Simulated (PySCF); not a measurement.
These are PySCF 2.14.0 with PBE-D3(BJ)/def2-TZVP // PBE0-D3(BJ)/def2-TZVP values and carry that method's errors. Gas-phase values, no solvent. 

Reference species (SMILES): `F[Si](F)(F)F` (neutral, multiplicity 1).

```
Item                       Value
----------------------  --------
HOMO–LUMO gap           10.06 eV
S1 oscillator strength     0.000
```

Changed species: `F[Si](Cl)(Cl)Cl` (3 of 4 F replaced by Cl; the reference has 0 of 4 F replaced by Cl).

Question: Predict the effect on the HOMO–LUMO gap and S1 oscillator strength.

Answer: the HOMO–LUMO gap falls by 3.17 eV, to 6.89 eV; the S1 oscillator strength hardly moves.
